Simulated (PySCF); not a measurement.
Bonding in hydrogen sulfate

Species: hydrogen sulfate, HO₄S (charge -1).
Atom-mapped SMILES: `[O:1]=[S:2](=[O:3])([O-:4])[OH:5]` (hydrogens: H6 on O5)

Geometry (PBE0-D3(BJ)/def2-SVP, Å), atoms numbered from 1 in this order:
```
atom  x, y, z in Å
O1    -0.9519   -0.9638   -1.0129
S2    -0.4556   -0.0254   -0.0001
O3    -0.1380   -0.6381    1.3091
O4    -1.1702    1.2538    0.0611
O5     1.0886    0.3977   -0.5388
H6     1.6334   -0.0201    0.1385
```

Bond orders from the PBE0/pcSseg-1 density (PySCF). Geometry: PBE0-D3(BJ)/def2-SVP; no solvent, vibrations or thermal averaging. The pcSseg-1 basis has no diffuse functions, a weakness for an anion.

(1) How far do the computed orders between heavy atoms stray from the drawn ones?

(2) Give the Mayer order of every bond, beside its length.

Answers

(1) The largest departure is 0.700, at S2–O4 (drawn single, 1.700). Drawn single, order above 1.12: S2–O4 (1.700). Drawn single, order below 0.88: S2–O5 (0.849). Drawn double or triple, more than 0.30 short of the drawn order: O1–S2 (1.699) and S2–O3 (1.616). The SMILES, with its formal charges, is one Lewis structure only.

(2) 
| bond | drawn as | length (Å) | Mayer order |
| --- | --- | --- | --- |
| O1–S2 | double | 1.467 | 1.699 |
| S2–O3 | double | 1.480 | 1.616 |
| S2–O4 | single | 1.467 | 1.700 |
| S2–O5 | single | 1.689 | 0.849 |
| O5–H6 | single | 0.964 | 0.951 |

Bonds between the same two heavy elements. O–S: lowest S2–O5 (0.849, 1.689 Å), highest S2–O4 and O1–S2 (1.700, 1.467 Å). Bonds named together lie within 0.004.

Sum the orders of all bonds at each heavy atom with more than one neighbour and set the sums beside the valence in the SMILES.

S2 5.864 (drawn 6), O5 1.800 (drawn 2). Orders between atoms that aren't bonded are not in these sums.

For a closed shell the Mayer order of atoms A and B is Σ (PS)μν (PS)νμ over the basis functions μ on A and ν on B, with P the density and S the overlap matrix.
